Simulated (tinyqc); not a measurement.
UHF in the sto-6g basis, for H2O, spin multiplicity 1, step by step (part 1 of 3). Computed by tinyqc, a small Python program that keeps every step (integrals from PySCF). Settings: charge = 0, multiplicity = 1, basis = sto-6g, energy threshold = 1e-09, iteration cap = 64, orthogonalisation = symmetric, start = core, DIIS depth = 8, shift = 1.0, method = UHF, break = 0.2. Command: `OMP_NUM_THREADS=1 python tinyqc.py 28045 28046 out.jsonl` (the two numbers bound the seeds that draw the settings). One thread of a shared host (Intel(R) Xeon(R) Processor @ 2.60GHz), about 0.2 s of CPU time with the checks. Later iterations appear only in the table of the cycle.

## One-electron integrals

Geometry (angstrom):
```
atom         x          y         z
O     0.000000   0.000000  0.000000
H     0.000000   0.962000  0.602000
H     0.000000  -1.002000  0.627000
```

Basis sto-6g: exponents (1/bohr^2) and contraction coefficients of normalised primitives:
```
element  l (shell)     exponent  coefficient
O            s (1)  1355.584234     0.009164
O            s (1)   248.544885     0.049361
O            s (1)    69.533902     0.168538
O            s (1)    23.886772     0.370563
O            s (1)     9.275933     0.416492
O            s (1)     3.820341     0.130334
O            s (2)    52.187762    -0.013253
O            s (2)    10.329320    -0.046992
O            s (2)     3.210345    -0.033785
O            s (2)     1.235135     0.250242
O            s (2)     0.536420     0.595117
O            s (2)     0.245881     0.240706
O            p (3)    52.187762     0.003760
O            p (3)    10.329320     0.037679
O            p (3)     3.210345     0.173897
O            p (3)     1.235135     0.418036
O            p (3)     0.536420     0.425860
O            p (3)     0.245881     0.101708
H            s (1)    35.523221     0.009164
H            s (1)     6.513144     0.049361
H            s (1)     1.822143     0.168538
H            s (1)     0.625955     0.370563
H            s (1)     0.243077     0.416492
H            s (1)     0.100112     0.130334
```

Overlap, kinetic and nuclear-attraction integrals over the contracted functions; the nuclear repulsion is the sum of Za Zb / Rab.

nuclear repulsion = 7.58140611 hartree

overlap S, order 1O 1s, 1O 2s, 1O 2px, 1O 2py, 1O 2pz, 2H 1s, 3H 1s:
$$\begin{pmatrix}
1.000000 & 0.231145 & 0.000000 & 0.000000 & 0.000000 & 0.036821 & 0.033014 \\
0.231145 & 1.000000 & 0.000000 & 0.000000 & 0.000000 & 0.368471 & 0.342630 \\
0.000000 & 0.000000 & 1.000000 & 0.000000 & 0.000000 & 0.000000 & 0.000000 \\
0.000000 & 0.000000 & 0.000000 & 1.000000 & 0.000000 & 0.277011 & -0.261743 \\
0.000000 & 0.000000 & 0.000000 & 0.000000 & 1.000000 & 0.173348 & 0.163785 \\
0.036821 & 0.368471 & 0.000000 & 0.277011 & 0.173348 & 1.000000 & 0.126962 \\
0.033014 & 0.342630 & 0.000000 & -0.261743 & 0.163785 & 0.126962 & 1.000000
\end{pmatrix}$$

kinetic energy T (hartree), order 1O 1s, 1O 2s, 1O 2px, 1O 2py, 1O 2pz, 2H 1s, 3H 1s:
$$\begin{pmatrix}
29.327197 & -0.896024 & 0.000000 & 0.000000 & 0.000000 & -0.006198 & -0.006471 \\
-0.896024 & 0.842618 & 0.000000 & 0.000000 & 0.000000 & 0.058363 & 0.044920 \\
0.000000 & 0.000000 & 2.531309 & 0.000000 & 0.000000 & 0.000000 & 0.000000 \\
0.000000 & 0.000000 & 0.000000 & 2.531309 & 0.000000 & 0.140661 & -0.120110 \\
0.000000 & 0.000000 & 0.000000 & 0.000000 & 2.531309 & 0.088023 & 0.075159 \\
-0.006198 & 0.058363 & 0.000000 & 0.140661 & 0.088023 & 0.768522 & -0.011256 \\
-0.006471 & 0.044920 & 0.000000 & -0.120110 & 0.075159 & -0.011256 & 0.768522
\end{pmatrix}$$

nuclear attraction V (hartree), order 1O 1s, 1O 2s, 1O 2px, 1O 2py, 1O 2pz, 2H 1s, 3H 1s:
$$\begin{pmatrix}
-62.172314 & -6.362547 & 0.000000 & -0.000775 & -0.011912 & -1.157837 & -1.037156 \\
-6.362547 & -9.910802 & 0.000000 & -0.008338 & -0.138871 & -2.778433 & -2.547971 \\
0.000000 & 0.000000 & -9.857564 & 0.000000 & 0.000000 & 0.000000 & 0.000000 \\
-0.000775 & -0.008338 & 0.000000 & -9.971468 & -0.003776 & -1.850545 & 1.716560 \\
-0.011912 & -0.138871 & 0.000000 & -0.003776 & -9.902167 & -1.189580 & -1.104750 \\
-1.157837 & -2.778433 & 0.000000 & -1.850545 & -1.189580 & -5.172364 & -0.735222 \\
-1.037156 & -2.547971 & 0.000000 & 1.716560 & -1.104750 & -0.735222 & -5.037338
\end{pmatrix}$$

core Hamiltonian H = T + V (hartree), order 1O 1s, 1O 2s, 1O 2px, 1O 2py, 1O 2pz, 2H 1s, 3H 1s:
$$\begin{pmatrix}
-32.845117 & -7.258572 & 0.000000 & -0.000775 & -0.011912 & -1.164034 & -1.043626 \\
-7.258572 & -9.068184 & 0.000000 & -0.008338 & -0.138871 & -2.720070 & -2.503051 \\
0.000000 & 0.000000 & -7.326256 & 0.000000 & 0.000000 & 0.000000 & 0.000000 \\
-0.000775 & -0.008338 & 0.000000 & -7.440160 & -0.003776 & -1.709884 & 1.596449 \\
-0.011912 & -0.138871 & 0.000000 & -0.003776 & -7.370858 & -1.101557 & -1.029591 \\
-1.164034 & -2.720070 & 0.000000 & -1.709884 & -1.101557 & -4.403842 & -0.746478 \\
-1.043626 & -2.503051 & 0.000000 & 1.596449 & -1.029591 & -0.746478 & -4.268815
\end{pmatrix}$$

## Two-electron integrals

Functions are numbered as in S; the eight-fold symmetry (ij|kl) = (ji|kl) = (kl|ij) leaves the list below.

Two-electron integrals (ij|kl) in chemists' order, unique and non-zero (hartree):
```
(11|11) 4.787491    (21|11) 0.675884    (21|21) 0.121505    (22|11) 1.117379
(22|21) 0.249212    (22|22) 0.817383    (31|31) 0.025762    (32|31) 0.039145
(32|32) 0.180664    (33|11) 1.117381    (33|21) 0.249212    (33|22) 0.817382
(33|33) 0.880663    (41|41) 0.025762    (42|41) 0.039145    (42|42) 0.180664
(43|43) 0.047461    (44|11) 1.117381    (44|21) 0.249212    (44|22) 0.817382
(44|33) 0.785741    (44|44) 0.880663    (51|51) 0.025762    (52|51) 0.039145
(52|52) 0.180664    (53|53) 0.047461    (54|54) 0.047461    (55|11) 1.117381
(55|21) 0.249212    (55|22) 0.817382    (55|33) 0.785741    (55|44) 0.785741
(55|55) 0.880663    (61|11) 0.114585    (61|21) 0.019755    (61|22) 0.039671
(61|33) 0.039587    (61|41) 0.000822    (61|42) 0.001611    (61|44) 0.039768
(61|51) 0.000514    (61|52) 0.001008    (61|54) 0.000114    (61|55) 0.039658
(61|61) 0.003274    (62|11) 0.294616    (62|21) 0.066707    (62|22) 0.244289
(62|33) 0.240130    (62|41) 0.004546    (62|42) 0.034379    (62|44) 0.249096
(62|51) 0.002845    (62|52) 0.021513    (62|54) 0.005611    (62|55) 0.243641
(62|61) 0.010920    (62|62) 0.093198    (63|31) 0.007196    (63|32) 0.041215
(63|43) 0.006997    (63|53) 0.004379    (63|63) 0.012744    (64|11) 0.186894
(64|21) 0.042895    (64|22) 0.167484    (64|33) 0.160092    (64|41) 0.009710
(64|42) 0.063121    (64|44) 0.179966    (64|51) 0.001573    (64|52) 0.013708
(64|54) 0.008059    (64|55) 0.162395    (64|61) 0.007321    (64|62) 0.077655
(64|64) 0.076654    (65|11) 0.116955    (65|21) 0.026843    (65|22) 0.104808
(65|33) 0.100182    (65|41) 0.001573    (65|42) 0.013708    (65|44) 0.103862
(65|51) 0.008181    (65|52) 0.049793    (65|54) 0.009300    (65|55) 0.110380
(65|61) 0.004581    (65|62) 0.048595    (65|64) 0.039993    (65|65) 0.037771
(66|11) 0.457616    (66|21) 0.105536    (66|22) 0.443568    (66|33) 0.426514
(66|41) 0.008777    (66|42) 0.092304    (66|44) 0.463277    (66|51) 0.005492
(66|52) 0.057762    (66|54) 0.023006    (66|55) 0.440911    (66|61) 0.017421
(66|62) 0.220865    (66|64) 0.209681    (66|65) 0.131214    (66|66) 0.774999
(71|11) 0.102664    (71|21) 0.017704    (71|22) 0.035566    (71|33) 0.035490
(71|41) -0.000737   (71|42) -0.001446   (71|44) 0.035652    (71|51) 0.000461
(71|52) 0.000905    (71|54) -0.000101   (71|55) 0.035554    (71|61) 0.002883
(71|62) 0.009410    (71|64) 0.005787    (71|65) 0.003953    (71|66) 0.014842
(71|71) 0.002629    (72|11) 0.270118    (72|21) 0.061189    (72|22) 0.224836
(72|33) 0.220979    (72|41) -0.004173   (72|42) -0.031860   (72|44) 0.229293
(72|51) 0.002611    (72|52) 0.019937    (72|54) -0.005202   (72|55) 0.224235
(72|61) 0.009628    (72|62) 0.066301    (72|64) 0.038719    (72|65) 0.033597
(72|66) 0.124659    (72|71) 0.008981    (72|72) 0.079810    (73|31) 0.006522
(73|32) 0.037611    (73|43) -0.006450   (73|53) 0.004036    (73|63) 0.008597
(73|73) 0.010765    (74|11) -0.173753   (74|21) -0.039889   (74|22) -0.156235
(74|33) -0.149403   (74|41) 0.008844    (74|42) 0.058053    (74|44) -0.167761
(74|51) -0.001453   (74|52) -0.012791   (74|54) 0.007451    (74|55) -0.151540
(74|61) -0.006010   (74|62) -0.039471   (74|64) -0.015138   (74|65) -0.019605
(74|66) -0.068886   (74|71) -0.006098   (74|72) -0.067385   (74|74) 0.066927
(75|11) 0.108726    (75|21) 0.024960    (75|22) 0.097764    (75|33) 0.093489
(75|41) -0.001453   (75|42) -0.012791   (75|44) 0.096904    (75|51) 0.007431
(75|52) 0.045615    (75|54) -0.008587   (75|55) 0.102898    (75|61) 0.004095
(75|62) 0.033916    (75|64) 0.019457    (75|65) 0.025480    (75|66) 0.069096
(75|71) 0.003816    (75|72) 0.042166    (75|74) -0.035144   (75|75) 0.032756
(76|11) 0.074208    (76|21) 0.016961    (76|22) 0.067055    (76|33) 0.065686
(76|41) -0.000015   (76|42) -0.000174   (76|44) 0.067171    (76|51) 0.001164
(76|52) 0.010371    (76|54) -0.000038   (76|55) 0.068309    (76|61) 0.002735
(76|62) 0.024679    (76|64) 0.017901    (76|65) 0.014517    (76|66) 0.059615
(76|71) 0.002454    (76|72) 0.023031    (76|74) -0.017078   (76|75) 0.013699
(76|76) 0.008250    (77|11) 0.440802    (77|21) 0.101697    (77|22) 0.429239
(77|33) 0.413100    (77|41) -0.008237   (77|42) -0.087976   (77|44) 0.447891
(77|51) 0.005154    (77|52) 0.055051    (77|54) -0.021770   (77|55) 0.426723
(77|61) 0.015958    (77|62) 0.131293    (77|64) 0.071402    (77|65) 0.071941
(77|66) 0.268348    (77|71) 0.015039    (77|72) 0.201340    (77|74) -0.193512
(77|75) 0.121090    (77|76) 0.059615    (77|77) 0.774999
```

## Orthogonalisation

S = U s U^T; symmetric (Loewdin) form X = U s^(-1/2) U^T, so that X^T S X = 1.

eigenvalues of S: [0.469301, 0.552980, 0.898753, 1.000000, 1.084579, 1.322143, 1.672243]

X, order 1O 1s, 1O 2s, 1O 2px, 1O 2py, 1O 2pz, 2H 1s, 3H 1s:
$$\begin{pmatrix}
1.022187 & -0.130960 & 0.000000 & -0.000550 & -0.005247 & 0.017089 & 0.015986 \\
-0.130960 & 1.134482 & 0.000000 & 0.006994 & 0.052700 & -0.213158 & -0.191841 \\
0.000000 & 0.000000 & 1.000000 & 0.000000 & 0.000000 & 0.000000 & 0.000000 \\
-0.000550 & 0.006994 & 0.000000 & 1.069571 & 0.002912 & -0.173199 & 0.160849 \\
-0.005247 & 0.052700 & 0.000000 & 0.002912 & 1.024446 & -0.098448 & -0.090135 \\
0.017089 & -0.213158 & 0.000000 & -0.173199 & -0.098448 & 1.114165 & -0.042523 \\
0.015986 & -0.191841 & 0.000000 & 0.160849 & -0.090135 & -0.042523 & 1.097672
\end{pmatrix}$$

## Starting guess

The start is the orbitals of the core Hamiltonian, with HOMO and LUMO mixed by +/-0.2 rad for the two spins; D(s) = C_occ C_occ^T for each spin.

D(alpha) at the start, order 1O 1s, 1O 2s, 1O 2px, 1O 2py, 1O 2pz, 2H 1s, 3H 1s:
$$\begin{pmatrix}
1.061179 & -0.274280 & 0.006317 & -0.001872 & -0.014633 & 0.034980 & 0.030835 \\
-0.274280 & 1.226938 & -0.068461 & 0.013215 & 0.087060 & -0.159204 & -0.132922 \\
0.006317 & -0.068461 & 0.960530 & -0.032132 & -0.027600 & 0.215354 & 0.036017 \\
-0.001872 & 0.013215 & -0.032132 & 1.122530 & 0.005880 & -0.154132 & 0.134889 \\
-0.014633 & 0.087060 & -0.027600 & 0.005880 & 1.043527 & -0.089604 & -0.077760 \\
0.034980 & -0.159204 & 0.215354 & -0.154132 & -0.089604 & 0.089255 & 0.010385 \\
0.030835 & -0.132922 & 0.036017 & 0.134889 & -0.077760 & 0.010385 & 0.036540
\end{pmatrix}$$

D(beta) at the start, order 1O 1s, 1O 2s, 1O 2px, 1O 2py, 1O 2pz, 2H 1s, 3H 1s:
$$\begin{pmatrix}
1.061179 & -0.274280 & -0.006317 & -0.001872 & -0.014633 & 0.034980 & 0.030835 \\
-0.274280 & 1.226938 & 0.068461 & 0.013215 & 0.087060 & -0.159204 & -0.132922 \\
-0.006317 & 0.068461 & 0.960530 & 0.032132 & 0.027600 & -0.215354 & -0.036017 \\
-0.001872 & 0.013215 & 0.032132 & 1.122530 & 0.005880 & -0.154132 & 0.134889 \\
-0.014633 & 0.087060 & 0.027600 & 0.005880 & 1.043527 & -0.089604 & -0.077760 \\
0.034980 & -0.159204 & -0.215354 & -0.154132 & -0.089604 & 0.089255 & 0.010385 \\
0.030835 & -0.132922 & -0.036017 & 0.134889 & -0.077760 & 0.010385 & 0.036540
\end{pmatrix}$$

## Iteration 1: building the Fock matrix

J_ij = sum D_kl (ij|kl) with D = D(alpha) + D(beta), K_ij = sum D_kl (ik|jl) for each spin; F = H + J - K(s); E = tr D H + tr D J / 2 - 0.5 sum_s tr D(s) K(s) + E_nn.

Coulomb J (hartree), order 1O 1s, 1O 2s, 1O 2px, 1O 2py, 1O 2pz, 2H 1s, 3H 1s:
$$\begin{pmatrix}
18.678072 & 3.362626 & 0.000000 & 0.000862 & 0.003461 & 0.549824 & 0.492728 \\
3.362626 & 8.807687 & 0.000000 & 0.005864 & 0.003953 & 2.550817 & 2.340508 \\
0.000000 & 0.000000 & 8.803810 & 0.000000 & 0.000000 & 0.000000 & 0.000000 \\
0.000862 & 0.005864 & 0.000000 & 8.809108 & 0.001217 & 1.718503 & -1.593871 \\
0.003461 & 0.003953 & 0.000000 & 0.001217 & 8.810138 & 1.074657 & 0.998261 \\
0.549824 & 2.550817 & 0.000000 & 1.718503 & 1.074657 & 4.471506 & 0.684869 \\
0.492728 & 2.340508 & 0.000000 & -1.593871 & 0.998261 & 0.684869 & 4.289326
\end{pmatrix}$$

exchange K(alpha) (hartree), order 1O 1s, 1O 2s, 1O 2px, 1O 2py, 1O 2pz, 2H 1s, 3H 1s:
$$\begin{pmatrix}
4.942432 & 0.794841 & -0.000932 & 0.000039 & 0.000514 & 0.140001 & 0.125789 \\
0.794841 & 1.417320 & 0.003397 & 0.000582 & 0.002701 & 0.357127 & 0.324541 \\
-0.000932 & 0.003397 & 1.150420 & 0.003598 & 0.003034 & 0.070051 & 0.016142 \\
0.000039 & 0.000582 & 0.003598 & 1.182543 & 0.000132 & 0.181986 & -0.165545 \\
0.000514 & 0.002701 & 0.003034 & 0.000132 & 1.182568 & 0.113930 & 0.103652 \\
0.140001 & 0.357127 & 0.070051 & 0.181986 & 0.113930 & 0.169993 & 0.071091 \\
0.125789 & 0.324541 & 0.016142 & -0.165545 & 0.103652 & 0.071091 & 0.122800
\end{pmatrix}$$

exchange K(beta) (hartree), order 1O 1s, 1O 2s, 1O 2px, 1O 2py, 1O 2pz, 2H 1s, 3H 1s:
$$\begin{pmatrix}
4.942432 & 0.794841 & 0.000932 & 0.000039 & 0.000514 & 0.140001 & 0.125789 \\
0.794841 & 1.417320 & -0.003397 & 0.000582 & 0.002701 & 0.357127 & 0.324541 \\
0.000932 & -0.003397 & 1.150420 & -0.003598 & -0.003034 & -0.070051 & -0.016142 \\
0.000039 & 0.000582 & -0.003598 & 1.182543 & 0.000132 & 0.181986 & -0.165545 \\
0.000514 & 0.002701 & -0.003034 & 0.000132 & 1.182568 & 0.113930 & 0.103652 \\
0.140001 & 0.357127 & -0.070051 & 0.181986 & 0.113930 & 0.169993 & 0.071091 \\
0.125789 & 0.324541 & -0.016142 & -0.165545 & 0.103652 & 0.071091 & 0.122800
\end{pmatrix}$$

F(alpha) (hartree), order 1O 1s, 1O 2s, 1O 2px, 1O 2py, 1O 2pz, 2H 1s, 3H 1s:
$$\begin{pmatrix}
-19.109477 & -4.690787 & 0.000932 & 0.000048 & -0.008964 & -0.754212 & -0.676687 \\
-4.690787 & -1.677817 & -0.003397 & -0.003055 & -0.137620 & -0.526379 & -0.487084 \\
0.000932 & -0.003397 & 0.327135 & -0.003598 & -0.003034 & -0.070051 & -0.016142 \\
0.000048 & -0.003055 & -0.003598 & 0.186406 & -0.002692 & -0.173367 & 0.168124 \\
-0.008964 & -0.137620 & -0.003034 & -0.002692 & 0.256711 & -0.140830 & -0.134982 \\
-0.754212 & -0.526379 & -0.070051 & -0.173367 & -0.140830 & -0.102328 & -0.132700 \\
-0.676687 & -0.487084 & -0.016142 & 0.168124 & -0.134982 & -0.132700 & -0.102289
\end{pmatrix}$$

F(beta) (hartree), order 1O 1s, 1O 2s, 1O 2px, 1O 2py, 1O 2pz, 2H 1s, 3H 1s:
$$\begin{pmatrix}
-19.109477 & -4.690787 & -0.000932 & 0.000048 & -0.008964 & -0.754212 & -0.676687 \\
-4.690787 & -1.677817 & 0.003397 & -0.003055 & -0.137620 & -0.526379 & -0.487084 \\
-0.000932 & 0.003397 & 0.327135 & 0.003598 & 0.003034 & 0.070051 & 0.016142 \\
0.000048 & -0.003055 & 0.003598 & 0.186406 & -0.002692 & -0.173367 & 0.168124 \\
-0.008964 & -0.137620 & 0.003034 & -0.002692 & 0.256711 & -0.140830 & -0.134982 \\
-0.754212 & -0.526379 & 0.070051 & -0.173367 & -0.140830 & -0.102328 & -0.132700 \\
-0.676687 & -0.487084 & 0.016142 & 0.168124 & -0.134982 & -0.132700 & -0.102289
\end{pmatrix}$$

total energy of this density = -74.08059366 hartree

## Iteration 1: diagonalisation and new density

A level shift of 1 hartree raises the virtual space: F + shift (S - S D(s) S), with D(s) the density of one spin. Diagonalise F' = X^T F X, C = X C', fill 5 alpha and 5 beta electrons from the bottom; D(s) = C_occ C_occ^T. Each column has its largest component positive (the first on a tie).

F' = X^T F X (alpha) (hartree):
$$\begin{pmatrix}
-18.784002 & -2.456400 & -0.000118 & -0.000991 & -0.013254 & -0.103797 & -0.084579 \\
-2.456400 & -0.720506 & 0.031930 & 0.008174 & -0.045754 & -0.373164 & -0.337743 \\
-0.000118 & 0.031930 & 0.366605 & 0.010396 & 0.009490 & -0.265827 & -0.051729 \\
-0.000991 & 0.008174 & 0.010396 & 0.338714 & 0.002905 & -0.296220 & 0.278056 \\
-0.013254 & -0.045754 & 0.009490 & 0.002905 & 0.310564 & -0.180911 & -0.167099 \\
-0.103797 & -0.373164 & -0.265827 & -0.296220 & -0.180911 & 1.106966 & -0.061419 \\
-0.084579 & -0.337743 & -0.051729 & 0.278056 & -0.167099 & -0.061419 & 1.107003
\end{pmatrix}$$

orbital energies (alpha) (hartree): MO1 -19.114077, MO2 -0.555439, MO3 0.154747, MO4 0.254608, MO5 0.334164, MO6 1.272541, MO7 1.378801

coefficients C (alpha), order 1O 1s, 1O 2s, 1O 2px, 1O 2py, 1O 2pz, 2H 1s, 3H 1s:
$$\begin{pmatrix}
0.995961 & -0.246211 & 0.018673 & 0.053982 & 0.001076 & 0.071354 & 0.040985 \\
0.017894 & 0.992009 & -0.099679 & -0.265816 & -0.036305 & -0.488421 & -0.290511 \\
-0.000092 & 0.044449 & 0.334726 & 0.415414 & 0.804074 & -0.131404 & -0.222738 \\
0.000123 & 0.003209 & 0.810817 & -0.292099 & -0.286958 & 0.295751 & -0.536040 \\
0.001610 & 0.146499 & 0.094860 & 0.779612 & -0.550244 & -0.313427 & -0.175659 \\
-0.003292 & 0.034116 & 0.242050 & 0.148660 & 0.161654 & 0.272336 & 1.070715 \\
-0.003003 & 0.023560 & -0.107226 & 0.141166 & 0.049512 & 1.061691 & -0.340762
\end{pmatrix}$$

F' = X^T F X (beta) (hartree):
$$\begin{pmatrix}
-18.784002 & -2.456400 & 0.000118 & -0.000991 & -0.013254 & -0.103797 & -0.084579 \\
-2.456400 & -0.720506 & -0.031930 & 0.008174 & -0.045754 & -0.373164 & -0.337743 \\
0.000118 & -0.031930 & 0.366605 & -0.010396 & -0.009490 & 0.265827 & 0.051729 \\
-0.000991 & 0.008174 & -0.010396 & 0.338714 & 0.002905 & -0.296220 & 0.278056 \\
-0.013254 & -0.045754 & -0.009490 & 0.002905 & 0.310564 & -0.180911 & -0.167099 \\
-0.103797 & -0.373164 & 0.265827 & -0.296220 & -0.180911 & 1.106966 & -0.061419 \\
-0.084579 & -0.337743 & 0.051729 & 0.278056 & -0.167099 & -0.061419 & 1.107003
\end{pmatrix}$$

orbital energies (beta) (hartree): MO1 -19.114077, MO2 -0.555439, MO3 0.154747, MO4 0.254608, MO5 0.334164, MO6 1.272541, MO7 1.378801

coefficients C (beta), order 1O 1s, 1O 2s, 1O 2px, 1O 2py, 1O 2pz, 2H 1s, 3H 1s:
$$\begin{pmatrix}
0.995961 & -0.246211 & 0.018673 & 0.053982 & -0.001076 & 0.071354 & 0.040985 \\
0.017894 & 0.992009 & -0.099679 & -0.265816 & 0.036305 & -0.488421 & -0.290511 \\
0.000092 & -0.044449 & -0.334726 & -0.415414 & 0.804074 & 0.131404 & 0.222738 \\
0.000123 & 0.003209 & 0.810817 & -0.292099 & 0.286958 & 0.295751 & -0.536040 \\
0.001610 & 0.146499 & 0.094860 & 0.779612 & 0.550244 & -0.313427 & -0.175659 \\
-0.003292 & 0.034116 & 0.242050 & 0.148660 & -0.161654 & 0.272336 & 1.070715 \\
-0.003003 & 0.023560 & -0.107226 & 0.141166 & -0.049512 & 1.061691 & -0.340762
\end{pmatrix}$$

D(alpha) after iteration 1, order 1O 1s, 1O 2s, 1O 2px, 1O 2py, 1O 2pz, 2H 1s, 3H 1s:
$$\begin{pmatrix}
1.055822 & -0.242671 & 0.018505 & -0.001604 & 0.008798 & 0.001040 & -0.003120 \\
-0.242671 & 1.066313 & -0.128888 & 0.010427 & -0.051355 & -0.035728 & -0.005315 \\
0.018505 & -0.128888 & 0.933121 & -0.080534 & -0.080311 & 0.274274 & 0.063610 \\
-0.001604 & 0.010427 & -0.080534 & 0.825102 & 0.007557 & 0.106556 & -0.142307 \\
0.008798 & -0.051355 & -0.080311 & 0.007557 & 0.941026 & 0.054902 & 0.076087 \\
0.001040 & -0.035728 & 0.274274 & 0.106556 & 0.054902 & 0.107995 & 0.003849 \\
-0.003120 & -0.005315 & 0.063610 & -0.142307 & 0.076087 & 0.003849 & 0.034441
\end{pmatrix}$$

D(beta) after iteration 1, order 1O 1s, 1O 2s, 1O 2px, 1O 2py, 1O 2pz, 2H 1s, 3H 1s:
$$\begin{pmatrix}
1.055822 & -0.242671 & -0.018505 & -0.001604 & 0.008798 & 0.001040 & -0.003120 \\
-0.242671 & 1.066313 & 0.128888 & 0.010427 & -0.051355 & -0.035728 & -0.005315 \\
-0.018505 & 0.128888 & 0.933121 & 0.080534 & 0.080311 & -0.274274 & -0.063610 \\
-0.001604 & 0.010427 & 0.080534 & 0.825102 & 0.007557 & 0.106556 & -0.142307 \\
0.008798 & -0.051355 & 0.080311 & 0.007557 & 0.941026 & 0.054902 & 0.076087 \\
0.001040 & -0.035728 & -0.274274 & 0.106556 & 0.054902 & 0.107995 & 0.003849 \\
-0.003120 & -0.005315 & -0.063610 & -0.142307 & 0.076087 & 0.003849 & 0.034441
\end{pmatrix}$$
